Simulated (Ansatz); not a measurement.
Geometry optimisation, Ansatz, RHF/def2-SVP.

Input:

```yaml
crystal:
  periodic: [false, false, false]
  atoms:
    - { symbol: Si, position_ang: [0.0, 0.0, 0.0] }
    - { symbol: "N", position_ang: [0.0, 0.0, 2.17] }
    - { symbol: H, position_ang: [-0.877, -0.2713, 2.7] }
    - { symbol: H, position_ang: [0.877, 0.2713, 2.7] }
    - { symbol: H, position_ang: [1.3768, 0.0, -0.4862] }
    - { symbol: H, position_ang: [-0.6877, 1.1914, -0.4862] }
    - { symbol: H, position_ang: [-0.6877, -1.1914, -0.4862] }
    - { symbol: P, position_ang: [1.2944, -1.9656, 0.782] }
    - { symbol: H, position_ang: [0.4981, -3.1353, 0.6631] }
    - { symbol: H, position_ang: [2.4646, -2.108, -0.0096] }
    - { symbol: H, position_ang: [0.6864, -1.0423, 1.9561] }
basis:
  gaussian: { orbitals: def2-SVP }
hamiltonian:
  xc: hf
relax:
  f_tol: 0.15
  max_steps: 25
  restrain:
    - { distance: [0, 7], at: 2.18, k: 30.0 }
    - { distance: [10, 1], at: 1.06, k: 30.0 }
    - { distance: [0, 1], at: 3.02, k: 30.0 }
    - { distance: [10, 7], at: 2.62, k: 30.0 }
output:
  orbitals: {}
```

Launched with:

```bash
$ ansatz run input.yaml --threads 1 --pin off --max-ram 2048MiB --backend cpu --events-out ev --progress --plain --runs-dir out
```

Q: Where does it end, and by what steps?

A: It converged. The restraints hold the end off the free minimum; the threshold counts their pulls, which the force column leaves out. Restrained pairs: Si1–P8 (2.48 → 2.21 Å), N2–H11 (1.27 → 1.03 Å), Si1–N2 (2.17 → 3.02 Å), P8–H11 (1.61 → 2.63 Å). After 18 steps the energy has fallen by 5.085 eV (the restraints' own energy left out); H6 moved furthest, 1.49 Å.

```tsv
step	energy less start (eV)	largest force component (eV/Å)	accepted
0	0.0000	2.993	yes
1	-0.1463	3.613	yes
2	-0.0387	3.480	yes
3	-0.8337	2.806	yes
4	-1.5565	7.801	yes
5	-3.0632	2.644	yes
6	-3.9880	1.720	yes
7	-4.3514	2.021	yes
8	-4.6296	1.596	yes
9	-4.7408	1.292	yes
10	-4.8200	1.245	yes
11	-4.9028	1.128	yes
12	-4.9513	1.096	yes
13	-5.0127	0.875	yes
14	-5.0576	0.815	yes
15	-5.0807	0.795	yes
16	-5.0373	1.336	no
17	-5.0766	0.952	yes
18	-5.0855	0.894	yes
```

```xyz
11
Properties=species:S:1:pos:R:3
Si 0.491 -0.294 -0.448
N -0.250 -0.314 2.484
H -1.058 -0.725 2.920
H -0.186 0.640 2.798
H 0.992 -0.263 -1.851
H 0.677 1.071 0.089
H -0.945 -0.642 -0.499
P 1.712 -1.765 0.670
H 0.682 -2.692 0.933
H 2.253 -2.462 -0.433
H 0.579 -0.806 2.839
```

The run took 30 s on 1 thread of Arm Neoverse V2, on a shared host, peak memory 0.16 GiB.
